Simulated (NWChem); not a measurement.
BeH cation; SMILES [BeH+]

```xyz
2

Be     0.0000     0.0000     0.2685
H      0.0000     0.0000    -1.0739
```
Atoms are numbered in this order, from 1.

Results from NWChem. Medium grid unless said otherwise, to which SCAN and Minnesota functionals are sensitive. The geometry was optimised at PBE-D3(BJ)/def2-SVP.

Q: Predict the results for M06-2X/def2-TZVP. Quantities: highest occupied level (eV); orbital gap (eV).

A: 
```json
{
  "highest occupied level (eV)": "-18.31",
  "orbital gap (eV)": "8.36"
}
```
